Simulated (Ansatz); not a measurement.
Process, species as SMILES: F (HF) → [F-] + H+
B3LYP-D3(BJ)/def2-TZVP geometries, fixed; electronic energies without zero-point terms.
Largest species:
```xyz
2

F      0.0000     0.0000    -0.0925
H      0.0000     0.0000     0.8321
```
Charge 0, spin multiplicity 1.

Energies in hartree at PBE with Ansatz (a first-principles code); the deprotonation energy is their sum with the coefficients shown, times 627.509 kcal/mol a hartree; the bare proton counts zero. All functions are spherical. No added dispersion term, no relativity.

```json
[
 {"species": "F (HF)", "coefficient": "-1", "part": "PBE", "aug-cc-pVDZ": "-100.36259", "aug-cc-pVTZ": "-100.39140", "aug-cc-pVQZ": "-100.39965"},
 {"species": "[F-]", "coefficient": "+1", "part": "PBE", "aug-cc-pVDZ": "-99.77463", "aug-cc-pVTZ": "-99.79965", "aug-cc-pVQZ": "-99.80741"}
]
```

### Question
Predict the deprotonation energy in aug-cc-pV5Z (X = 5): let each PBE step shrink by the ratio of the last two. Compare with the run.

### Answer

- F (HF): steps -0.02881 and -0.00825, ratio 0.286, so PBE -100.40201 (run: -100.40211).
- [F-]: steps -0.02502 and -0.00776, ratio 0.310, so PBE -99.80982 (run: -99.81009).
Predicted 371.60 kcal/mol; the run in aug-cc-pV5Z gives 371.50, a miss of 0.11. Keeping the value in aug-cc-pVQZ, 371.64, would miss by 0.14. All sums are of the energies as printed.
